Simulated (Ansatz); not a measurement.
AlH₃⁺, doublet: reading a ladder of total energies

Geometry: a PBE0/def2-TZVP stationary point for this spin, not checked as a minimum.

| atom | x (Å) | y (Å) | z (Å) |
| --- | --- | --- | --- |
| Al | 0.0000 | 0.0571 | 0.0000 |
| H | 0.0000 | 0.2262 | -1.5512 |
| H | 0.0000 | 0.2262 | 1.5512 |
| H | 0.0000 | -1.9820 | 0.0000 |

Basis aug-cc-pVDZ; Ansatz 0.2.0. Correlated methods freeze the noble-gas cores, which leaves 5 electrons in 49 orbitals. R marks a restricted (for open shells ROHF) determinant, U an unrestricted one.

Full CI is exact within this basis and frozen core; it isn't the basis-set limit. The frozen core follows each run's orbitals, which can shift R against U totals by a few meV.

Runs differ by some tens of microhartree through their thresholds and, for an open shell, their frozen cores, so steps under 0.1 kcal/mol mean nothing.

```
    level  total energy (hartree)
      UHF             -243.282400
     UMP2             -243.337190
    UCCSD             -243.356341
 UCCSD(T)             -243.357222
   UCCSDT             -243.357610
UCCSDT(Q)             -243.357635
  full CI             -243.357645
```

**Question.** What is the correlation energy at full CI, and what share of it do UMP2 and UCCSD(T) recover?

**Answer.** E(corr) = -243.357645 − (-243.282400) = -0.075245 hartree = -2.048 eV. UMP2: -0.054790 / -0.075245 = 72.82 %. UCCSD(T): -0.074822 / -0.075245 = 99.44 %.

**Question.** By how many kcal/mol does UCCSD(T) miss full CI (1 hartree = 627.509 kcal/mol), and which steps make up the rest?

**Answer.** -243.357222 − (-243.357645) = 0.000423 hartree = 0.27 kcal/mol. Steps: UCCSDT − UCCSD(T) = -0.24, UCCSDT(Q) − UCCSDT = -0.02, full CI − UCCSDT(Q) = -0.01 kcal/mol. That is within 1 kcal/mol of the reference in this basis, which itself misses far more of the correlation at the basis-set limit.
